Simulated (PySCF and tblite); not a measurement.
The numbers below are computed, except where a source is named.
C₄H₆O, numbered as in [CH2:1]=[CH:2][O:3][CH:4]=[CH2:5].

Free energies: CAM-B3LYP-D3(BJ)/def2-TZVP on PBE0-D3(BJ)/def2-SVP structures plus GFN2-xTB thermal terms, symmetry and mirror images included. Conformers within 3 kcal/mol (GFN2-xTB free energy) were kept, 8 at most. Couplings: B3LYP/pcJ-1 (gas phase; spin-dipole term only for pairs with B, N, F, Si or P). Couplings are for ¹³C, ¹H, ¹⁷O. Of two unlike H on one atom, a is the less shielded (mPW1PW91/pcSseg-2). Programs: PySCF with density fitting and tblite.

Torsions listed: C1–C2–O3–C4, C2–O3–C4–C5. Of a mirror pair one member is shown.

```tsv
conformer	shape	weight %
1	151°, -18°	71.9
2	179°, -179°	27.9
3	22°, 22°	0.2
```

(1) Give the couplings in each conformer and the averages at 298.15 K (pairs that fast motion interchanges averaged).

## Answers

(1) 
```tsv
coupling	pairs	1	2	3	average (Hz)
¹J(C1,C2)	2	88.5	92.9	84.8	89.7
²J(C1,O3)	2	-2.5	-10.7	5.0	-4.8
¹J(C1,H1b)	2	173.9	174.7	172.8	174.2
¹J(C1,H1a)	2	168.3	169.6	170.3	168.7
²J(C1,H2)	2	10.2	9.0	8.6	9.9
¹J(C2,O3)	2	25.8	23.0	27.7	25.0
²J(H1b,C2)	2	7.6	8.2	6.7	7.7
²J(H1a,C2)	2	-6.0	-6.6	-5.3	-6.1
¹J(C2,H2)	2	191.1	181.9	195.5	188.5
³J(C2,H4)	2	5.8	7.6	9.5	6.3
⁴J(C2,H5b)	2	0.3	1.0	-0.2	0.5
³J(H1b,O3)	2	-8.1	-13.2	-5.0	-9.5
³J(H1a,O3)	2	-3.4	-4.1	-3.3	-3.6
²J(H2,O3)	2	-14.2	-1.6	-26.4	-10.7
²J(H1b,H1a)	2	-1.4	-1.1	-1.6	-1.3
³J(H1b,H2)	2	7.5	7.3	8.8	7.5
³J(H1a,H2)	2	15.2	14.6	16.6	15.1
⁴J(H2,H4)	1	-0.7	-0.3	0.3	-0.6
```
